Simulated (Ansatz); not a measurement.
Relaxation of C2H7B (10 atoms, charge 0, multiplicity 1), to a largest force component of 0.03 eV/Å in at most 50 steps.

Computed with RKS PBE-D4/def2-SVP in Ansatz 0.2.0.

```xyz
10
Properties=species:S:1:pos:R:3:forces:R:3
B -0.892 -0.689 0.602 -0.34 -0.11 0.03
H 1.220 0.241 1.212 -0.04 -0.03 -0.05
C 1.759 0.184 0.245 0.37 0.14 -0.02
H 1.662 -0.838 -0.166 0.00 -0.01 0.00
H 1.357 0.925 -0.469 0.00 0.00 -0.01
H 2.833 0.397 0.417 0.01 0.00 0.01
C -1.312 -0.159 -0.795 -0.08 0.07 0.03
H -2.339 -0.555 -0.991 0.08 0.02 0.01
H -1.375 0.956 -0.756 0.02 -0.08 -0.02
H -0.638 -0.461 -1.625 -0.01 0.00 0.02
```

Problem. Where does it end, and by what steps?

Solution. The forces met the threshold. The force dipped under the threshold on the way, but the program's further checks kept it going. After 12 steps the energy has fallen by 0.113 eV; H4 moved furthest, 0.65 Å.

| step | energy less start (eV) | largest force component (eV/Å) | accepted |
| --- | --- | --- | --- |
| 0 | 0.0000 | 0.365 | yes |
| 1 | -0.0640 | 0.232 | yes |
| 2 | -0.0904 | 0.285 | yes |
| 3 | -0.1044 | 0.165 | yes |
| 4 | -0.1073 | 0.067 | yes |
| 5 | -0.1102 | 0.013 | yes |
| 6 | -0.0934 | 0.451 | no |
| 7 | -0.1113 | 0.085 | yes |
| 8 | -0.1123 | 0.035 | yes |
| 9 | -0.1127 | 0.021 | yes |
| 10 | -0.1129 | 0.010 | yes |
| 11 | -0.1129 | 0.053 | yes |
| 12 | -0.1131 | 0.019 | yes |

```xyz
10
Properties=species:S:1:pos:R:3
B -1.297 -0.532 0.739
H 1.152 -0.075 0.903
C 1.965 0.221 0.206
H 2.169 -0.609 -0.497
H 1.662 1.122 -0.360
H 2.878 0.444 0.790
C -1.521 -0.205 -0.752
H -2.570 -0.452 -1.036
H -1.343 0.880 -0.933
H -0.821 -0.795 -1.386
```

Time of the run: 24 s on 1 thread of Arm Neoverse V1 (shared host), peak memory 0.13 GiB.
